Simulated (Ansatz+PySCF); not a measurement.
The numbers below are computed, except where a source is named.
Input for Ansatz (development build ahead of 0.2.0):

```yaml
crystal:
  periodic: [false, false, false]
  atoms:
    - { symbol: Al, position_ang: [0.0, 0.0, 0.0] }
    - { symbol: Al, position_ang: [1.3341, 1.7788, 3.85121] }
basis:
  gaussian: { orbitals: "6-31G" }
hamiltonian:
  xc: hf
correlation:
  method: fci
  frozen_orbitals: { Al: 5 }
```

The input is written out in the form of the current development build from the run's settings.

Output:

```
Converged    : yes
Total energy : -483.77746 hartree
State        : lowest singlet root, of any spatial symmetry
```
